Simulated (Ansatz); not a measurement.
Ideal-gas functions of FNa (`[F][Na]`) at 400 K and 1 bar, from an Ansatz frequency run at PBE0-D4/def2-TZVP.

Molar mass 41.99 g/mol, point group C∞v (symmetry number 1), electronic degeneracy 1, moments of inertia 38.436 u Å². Harmonic wavenumbers (cm⁻¹, unscaled): 540.

Use S(trans) = R[1.5 ln M + 2.5 ln T − 1.1517]; rotational temperatures θ = 24.2544 K / I; S(rot) = R[ln(T/σθ) + 1]; for each mode x = 1.438777 ν̃/T, S = R[x/(eˣ − 1) − ln(1 − e⁻ˣ)] and H = RT x/(eˣ − 1); 1 cm⁻¹ = 0.0119627 kJ/mol; R = 8.31446 J/(mol·K).

Question: By hand: the entropy, in J/(mol·K).

Answer: Translation 161.6. Rotation: θ = 0.631 K, giving 62.0. Vibration, mode by mode: 3.99, in all 4.0. Electronic 0.0. Sum 227.6 J/(mol·K).

Question: By hand: H − E and G − E in kJ/mol, counted from the electronic energy.

Answer: Zero-point energy ½ × 540 × 0.0119627 = 3.2; thermal vibration 1.1; translation, rotation and pV give 3.5 RT = 11.6. H − E = 15.9 kJ/mol, and G − E = 15.9 − 400 × 227.6/1000 = -75.1 kJ/mol.

Vibration gives 2 % of the entropy.
